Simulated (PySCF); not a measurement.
Species: C5H3F.
Geometry (GFN2-xTB, Å), atoms numbered from 1 in this order:
```
atom  x, y, z in Å
C1     2.5383    0.0607    0.1400
C2     1.3493    0.0832   -0.0466
C3    -0.0185    0.0801   -0.2073
C4    -1.1246    0.4551   -0.8167
C5    -1.3056   -0.4277    0.3501
F6    -1.7710    0.1210    1.5310
H7     3.5773    0.0600    0.2823
H8    -1.6080    1.0367   -1.5614
H9    -1.6237   -1.4631    0.3034
```

Method used: PBE0/def2-SVPD in PySCF (dipole) on a GFN2-xTB geometry, gas phase.

Masses are those of the commonest isotopes; rigid-rotor values at the optimised geometry. 

(1) What are A, B and C (GHz)?

(2) What kind of rotor is it?

(3) What does the inertial defect say?

(4) Give the other two planar moments, Paa and Pbb, and the rms extents of the mass along the axes.

(5) Predict some low-J microwave lines.

(6) Estimate the classical rotational partition function at 25 K, 100 K and 298.15 K.

Answers

(1) Ia = 52.51, Ib = 224.16, Ic = 262.30 u·Å²; 505379 MHz·u·Å²/I gives 9624, 2255 and 1927 MHz, that is A = 9.6241, B = 2.2545, C = 1.9267 GHz.

(2) A near-prolate asymmetric top. Ray's parameter κ = (2B − A − C)/(A − C) = -0.915; −1 is the prolate and +1 the oblate limit.

(3) Not planar: Δ = Ic − Ia − Ib = -14.37 u·Å². For a rigid frame Δ = −2 Σ m c², so Σ m c² = 7.18 u·Å² lies off the ab plane: 2.79 from hydrogen and 4.39 from heavier atoms. The atom farthest from that plane is 1.53 Å away.

(4) Paa = Σ m a² = (Ib + Ic − Ia)/2 = 216.98 and Pbb = Σ m b² = (Ia + Ic − Ib)/2 = 45.33 u·Å². With the mass M = 82.02 u, the rms extents √(P/M) along a, b and c are 1.63, 0.74, 0.30 Å.

(5) The dipole components are |μa| = 1.41 D, |μb| = 1.55 D, |μc| = 0.58 D. Intensities carry the squares of the components, which stand as 0.83 : 1.00 : 0.14 (a : b : c). Some of the stronger lines:

```tsv
type	branch	J(Ka,Kc)	MHz	lower level (cm⁻¹)
a	Q	3(1,2) ← 3(1,3)	1967	1.055
c	Q	4(1,4) ← 4(0,4)	6027	1.389
b	Q	2(1,1) ← 2(0,2)	8036	0.418
a	R	2(1,1) ← 1(1,0)	8690	0.396
a	R	4(2,3) ← 3(2,2)	16717	1.842
c	R	3(1,2) ← 2(0,2)	21065	0.418
c	Q	3(2,2) ← 3(1,2)	21624	1.121
b	Q	3(2,1) ← 3(1,2)	21677	1.121
c	Q	4(3,2) ← 4(2,2)	37543	2.405
c	R	4(2,3) ← 3(1,3)	40307	1.055
b	R	4(2,2) ← 3(1,3)	40467	1.055
c	R	3(3,1) ← 2(2,1)	50218	1.424
b	R	3(3,0) ← 2(2,1)	50218	1.424
c	Q	4(4,1) ← 4(3,1)	52714	3.657
c	R	4(3,1) ← 3(2,1)	54368	1.844
c	R	4(4,0) ← 3(3,0)	69461	3.099
c	R	4(4,1) ← 3(3,1)	69461	3.099
```

(6) Point group C1, symmetry number σ = 1; q = (√π/σ)·√((kT/h)³/(ABC)), k/h = 20836.6 MHz/K: 3260 at 25 K, 26100 at 100 K, 134000 at 298.15 K.

Whether it is a minimum is left open (no frequencies). Constants of a rigid frame at the computed geometry: no zero-point averaging, no centrifugal distortion.
